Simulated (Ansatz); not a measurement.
## How far each method lies from UCCSDT(Q) for C₂H₅O, doublet

Geometry: MP2(full)/6-31G*, from the G2/97 set.

```json
{"atom": "C", "x (Å)": "1.0937", "y (Å)": "-0.5711", "z (Å)": "0.0000"}
{"atom": "C", "x (Å)": "0.0890", "y (Å)": "0.5859", "z (Å)": "0.0000"}
{"atom": "O", "x (Å)": "-1.1711", "y (Å)": "-0.0021", "z (Å)": "0.0000"}
{"atom": "H", "x (Å)": "0.2359", "y (Å)": "1.2018", "z (Å)": "0.8965"}
{"atom": "H", "x (Å)": "0.2359", "y (Å)": "1.2018", "z (Å)": "-0.8965"}
{"atom": "H", "x (Å)": "2.1083", "y (Å)": "-0.1669", "z (Å)": "0.0000"}
{"atom": "H", "x (Å)": "0.9583", "y (Å)": "-1.1897", "z (Å)": "0.8881"}
{"atom": "H", "x (Å)": "0.9583", "y (Å)": "-1.1897", "z (Å)": "-0.8881"}
```

Basis 6-31G; Ansatz 0.2.0. Correlated methods freeze the noble-gas cores, which leaves 19 electrons in 34 orbitals. R marks a restricted (for open shells ROHF) determinant, U an unrestricted one. Active spaces: frontier = (9e, 9o) about the gap.

Full CI isn't at hand for all of this; UCCSDT(Q) serves as the reference, and is uncertain by about the last step of the cluster series. The frozen core follows each run's orbitals, which can shift R against U totals by a few meV.

For open shells CISD is restricted-active-space CI with the open shells as a complete middle space.

```
UHF ⟨S²⟩                          : 0.757
T1 diagnostic (RCCSD)             : 0.0165
largest doubles amplitude (RCCSD) : 0.028
T1 diagnostic (UCCSD)             : 0.0139
```

```json
{"level": "RHF", "E − E(UCCSDT(Q)) (kJ/mol)": "817.2", "share of correlation (%)": "0.00", "wall time": "–"}
{"level": "UHF", "E − E(UCCSDT(Q)) (kJ/mol)": "811.6", "share of correlation (%)": "0.69", "wall time": "–"}
{"level": "RMP2", "E − E(UCCSDT(Q)) (kJ/mol)": "114.5", "share of correlation (%)": "85.98", "wall time": "–"}
{"level": "UMP2", "E − E(UCCSDT(Q)) (kJ/mol)": "113.4", "share of correlation (%)": "86.12", "wall time": "–"}
{"level": "CISD", "E − E(UCCSDT(Q)) (kJ/mol)": "93.4", "share of correlation (%)": "88.57", "wall time": "6.5 s"}
{"level": "RCCSD", "E − E(UCCSDT(Q)) (kJ/mol)": "18.4", "share of correlation (%)": "97.75", "wall time": "–"}
{"level": "UCCSD", "E − E(UCCSDT(Q)) (kJ/mol)": "18.3", "share of correlation (%)": "97.76", "wall time": "–"}
{"level": "RCCSD(T)", "E − E(UCCSDT(Q)) (kJ/mol)": "2.9", "share of correlation (%)": "99.64", "wall time": "4.5 s"}
{"level": "UCCSD(T)", "E − E(UCCSDT(Q)) (kJ/mol)": "2.9", "share of correlation (%)": "99.64", "wall time": "3.8 s"}
{"level": "BCCD(T)", "E − E(UCCSDT(Q)) (kJ/mol)": "2.9", "share of correlation (%)": "99.64", "wall time": "4.5 s"}
{"level": "RCCSDT", "E − E(UCCSDT(Q)) (kJ/mol)": "1.3", "share of correlation (%)": "99.84", "wall time": "–"}
{"level": "UCCSDT", "E − E(UCCSDT(Q)) (kJ/mol)": "1.3", "share of correlation (%)": "99.84", "wall time": "–"}
{"level": "RCCSDT(Q)", "E − E(UCCSDT(Q)) (kJ/mol)": "0.1", "share of correlation (%)": "99.99", "wall time": "63 s"}
```

The correlation energy at UCCSDT(Q), counted from RHF, is -8.470 eV. That run took 48 s on 1 thread of AMD EPYC 7R13, shared host.

Run but not shown, since their state or frozen core can't be matched to the reference's or they repeat it: CASSCF (frontier space), MRCISD (frontier space), MRCISD+Q (frontier space).

Times hold each run's SCF and search for its determinant on a shared host, so for small cases they say little of a method's own cost; they ran on 1 thread of AMD EPYC 7R13.

Atomization energy (electronic, same basis, no zero-point term; atoms at the same level, unrestricted beside the R rows where the molecule is a closed shell, with restricted open-shell steps beyond CCSDT(Q)) at UCCSDT(Q): 2493.9 kJ/mol. Errors of other levels:

```json
{"level": "RHF", "error (kJ/mol)": "-457.0"}
{"level": "UHF", "error (kJ/mol)": "-461.9"}
{"level": "RMP2", "error (kJ/mol)": "-14.8"}
{"level": "UMP2", "error (kJ/mol)": "-17.1"}
{"level": "CISD", "error (kJ/mol)": "-86.7"}
{"level": "RCCSD", "error (kJ/mol)": "-14.5"}
{"level": "UCCSD", "error (kJ/mol)": "-14.6"}
{"level": "RCCSD(T)", "error (kJ/mol)": "-1.7"}
{"level": "UCCSD(T)", "error (kJ/mol)": "-1.9"}
{"level": "BCCD(T)", "error (kJ/mol)": "-1.7"}
{"level": "RCCSDT", "error (kJ/mol)": "-1.0"}
{"level": "UCCSDT", "error (kJ/mol)": "-1.2"}
{"level": "RCCSDT(Q)", "error (kJ/mol)": "0.2"}
```

This basis is far from its limit, so the value isn't to be set against a measured one. Truncated CI isn't size-consistent, which counts against it in atomization.
